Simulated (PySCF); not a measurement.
Compound: C5H7 (charge +1).
Geometry (PBE0-D3(BJ)/def2-SVP, Å), atoms numbered from 1 in this order:
```xyz
12
C5H7 angstrom
C      1.1612    0.8086   -0.1005
C     -0.1587    1.2401   -0.1580
C     -1.1047    0.1309   -0.0149
C     -0.2213   -1.0986    0.1304
C      1.1435   -0.5707    0.0715
H      2.0491    1.4374   -0.1768
H     -0.4661    2.2834   -0.2925
H     -1.7716    0.3127    0.8525
H     -1.8044    0.0988   -0.8732
H     -0.3771   -1.6685    1.0681
H     -0.3706   -1.8607   -0.6609
H      2.0386   -1.1976    0.1533
```

Level of theory: core-valence-separated Tamm–Dancoff BHandHLYP/aug-pcX-1 (pcseg-1 on H) in PySCF, non-relativistic, gas phase, PBE0-D3(BJ)/def2-SVP geometry. No empirical shift is added; at this level the pattern usually sits a few eV under experiment.

(1) Give energies, oscillator strengths and core holes at the C K edge.

Answers

(1) 
```csv
E (eV),f,core hole on,main final orbital,polarisation
280.93,0.1576,C2/C5,"LUMO (2 roots, f summed)",–
282.13,0.0000,C1,LUMO (99 %),–
282.34,0.0050,C3/C4,"LUMO (2 roots, f summed)",–
283.74,0.0707,C1,LUMO+1 (88 %),normal to the local trigonal plane
286.80,0.0262,C3/C4,"LUMO+1 (2 roots, f summed)",–
286.99,0.0351,C3/C4,"LUMO+2 (2 roots, f summed)",–
287.64,0.0452,C3/C4,"LUMO+5 (2 roots, f summed)",–
287.69,0.0194,C1,LUMO+2 (45 %),in the local trigonal plane
287.80,0.0143,C2/C5,"LUMO+1 (2 roots, f summed)",–
288.24,0.0524,C3/C4,"spread (2 roots, f summed)",–
288.62,0.0010,C3/C4,LUMO+8 (37 %),–
288.62,0.0076,C1 + C3/C4,"LUMO+8 (2 roots, f summed)",–
288.89,0.0486,C2/C5,"LUMO+2 (2 roots, f summed)",–
```

The first line with a tenth or more of the strongest one's intensity is at 280.93 eV (f = 0.158, sum of 2), with the hole on C2/C5 (carbon bonded to 2 C and H). It is also the strongest listed.

Roots within 0.03 eV whose holes lie on the same, on equivalent or on shared atoms are summed into one line, and the highest roots are left out, as the search may have cut off their partners. Final orbitals are the ground state's empty Kohn–Sham orbitals. A dash: too weak, shared between unlike atoms, or no plane or axis to refer to.

Task: What are the wavelength and the wavenumber of the 288.89 eV line?

Result: λ = 12398.42 eV Å/288.89 eV = 42.917 Å; 2.3301 × 10⁶ cm⁻¹.

The list ends where the root search ended, not at a threshold.
